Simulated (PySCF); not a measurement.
PH⁺: frontier orbitals

PBE at R = 1.441 Å; PySCF, no relativity, basis sets P pcseg-1, H pcseg-1. State: ²Π (doublet), unpaired electrons π ↑. Only the outer orbitals are listed, counted within each symmetry.

```csv
spin,orbital,occ.,ε (eV),on P (%),main shells (%)
α,4σ,1,-24.12,89,"86 P s, 10 H s"
α,5σ,1,-16.86,70,"55 P p, 30 H s, 13 P s"
α,2π,1,-14.61,100,100 P p
α,2π,0,-14.32,100,100 P p
α,6σ,0,-7.26,36,"64 H s, 35 P p, 8 P d"
α,7σ,0,-1.94,100,"45 P s, 44 P p, 10 P d"
β,4σ,1,-23.26,85,"81 P s, 15 H s"
β,5σ,1,-16.52,71,"53 P p, 29 H s, 16 P s"
β,2π,0,-13.82,100,100 P p
β,2π,0,-12.48,100,100 P p
β,6σ,0,-6.91,38,"62 H s, 36 P p"
```

Task: Which are the highest filled and the lowest empty level, where do they sit, and how wide is the gap?

Result: Highest filled α 2π at -14.61 eV (in %: 100 P p); lowest empty α 2π at -14.32 eV (in %: 100 P p); the gap at PBE is 0.29 eV. Both belong to one degenerate shell, split only by its one-sided filling, so this is no excitation gap.

* bond order (Mayer): 0.92
* ⟨S²⟩: 0.753
* charge on P (Mulliken, basis-dependent): 0.86
* charge on P (Löwdin, basis-dependent): 0.95
* dipole moment (positive dipole points towards H; it is taken about the centre of mass and depends on that origin): 1.02 D
* polarisability along the bond: 18.0 bohr³
* polarisability across the bond: 10.6 bohr³

The state is the lowest determinant that a PBE0 search found; another state may lie lower at other levels.
